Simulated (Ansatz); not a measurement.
A nudged elastic band was laid between two geometries of BClH5N (8 atoms, charge 0, multiplicity 1).

Computed with Ansatz 0.2.0, RKS PBE0-D4/def2-SVP.

- movable images: 7
- climbing image: yes
- spring: 5.0 eV/Å²
- optimiser: quadratic models (default)
- start path: through a guess of the saddle point
- force threshold: 0.03 eV/Å
- iteration limit: 60
- end points: relaxed

Image 0:

```xyz
8
Properties=species:S:1:pos:R:3
B 0.006 -0.199 0.257
Cl 0.243 0.776 1.818
H 0.937 -0.077 -0.519
H -1.098 -0.043 -0.231
N 0.052 -1.742 0.764
H -0.068 -2.397 -0.011
H 0.945 -1.936 1.223
H -0.685 -1.909 1.453
```

Image 8:

```xyz
8
Properties=species:S:1:pos:R:3
B 0.082 -0.609 -0.438
Cl -0.370 0.167 3.093
H 1.072 0.044 -0.662
H -1.007 -0.299 -0.856
N 0.196 -1.752 0.358
H -0.577 -2.386 0.526
H 1.087 -2.111 0.681
H -0.152 -0.583 2.054
```

Problem. Which bonds break or form, and what moves?

Solution. Bonds broken: B1–Cl2, N5–H8. Bonds formed: Cl2–H8. BClH5N becomes BH4N + ClH.

Problem. Give the energies along the band, and the barrier.

Solution. The run converged. The highest image is number 5 of 0 to 8, 127.5 kJ/mol above the first end and 52.3 kJ/mol above the last; the last end lies 75.1 kJ/mol above the first. A vibrational analysis at the climbing image gives one clearly imaginary mode, 950i cm⁻¹: a first-order saddle point. The orbitals stay closed-shell, which can raise the energy where a bond breaks towards radicals; this wasn't checked here.

```tsv
image	path coordinate (Å)	energy (kJ/mol)	B1–Cl2 (Å)	N5–H8 (Å)	Cl2–H8 (Å)
0	0.00	0.0	1.86	1.02	2.86
1	0.48	2.1	1.86	1.02	2.68
2	0.96	6.1	1.86	1.02	2.56
3	1.44	9.3	1.87	1.02	2.39
4	1.92	54.1	2.06	1.07	1.87
5	2.40	127.5	2.44	1.38	1.49
6	2.88	91.1	2.86	1.83	1.32
7	3.35	76.9	3.32	2.08	1.30
8	3.82	75.1	3.64	2.09	1.30
```

Problem. What is the geometry of the highest image?

Solution. 
```xyz
8
Properties=species:S:1:pos:R:3
B 0.044 -0.436 -0.038
Cl -0.317 0.377 2.229
H 1.070 0.132 -0.306
H -1.011 -0.148 -0.538
N 0.153 -1.777 0.605
H -0.595 -2.446 0.446
H 1.063 -2.227 0.629
H -0.075 -1.004 1.728
```

Problem. What are the harmonic wavenumbers there?

Solution. 950i, 286, 405, 552, 623, 719, 738, 994, 1067, 1118, 1170, 1238, 1412, 1580, 2616, 2731, 3576, 3680 cm⁻¹.

The band took 10 iterations and of the order of 3 core-minutes.

Run time: 3.1 min on 1 thread of Arm Neoverse V1, with other jobs on the host, peak memory 0.13 GiB.
